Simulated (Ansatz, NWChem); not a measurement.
**How methods differ on CH4Si (SMILES C[SiH])**

The species is CH4Si (6 atoms), meant as a singlet with charge 0. As SMILES, `C[SiH]`. The shape is that of a PBE0-D4/def2-TZVP optimisation.

Quantity: the vertical energy of the triplet above the singlet, in eV. The values are calculated.

| level | kind | program | value (eV) | less FCI/STO-3G | CPU time (all runs) |
| --- | --- | --- | --- | --- | --- |
| HF/STO-3G | Hartree–Fock | NWChem | 1.27 | -0.32 | 1.9 s |
| SVWN5/STO-3G | LDA | Ansatz | 1.85 | +0.26 | 1.5 s |
| revPBE/STO-3G | GGA | Ansatz | 1.73 | +0.14 | 2.8 s |
| wB97M-V/STO-3G | range-separated hybrid | Ansatz | 2.12 | +0.53 | 34 s |
| RPA@PBE/STO-3G | RPA | Ansatz | 1.86 | +0.27 | 3 s |
| MP2/STO-3G | perturbation theory | Ansatz | 1.49 | -0.10 | 0.19 s |
| CCSD/STO-3G | coupled cluster or CI | Ansatz | 1.59 | 0.00 | 0.27 s |
| CCSDT/STO-3G | coupled cluster or CI | Ansatz | 1.59 | 0.00 | 0.63 s |
| FCI/STO-3G | exact in the basis | Ansatz | 1.59 | 0.00 | 7.3 s |

FCI/STO-3G is exact within its basis and frozen core, so for wave-function methods in that basis the difference is their error; functionals converge differently with the basis, so for them it is only a difference. The values span 1.27 to 2.12 eV. All rows use very small basis sets, so none should be taken for the real molecule's value. In so small a basis fixed costs decide the times, and correlated methods can beat functionals. CPU times are rough (shared hosts, several kinds of processor and program).
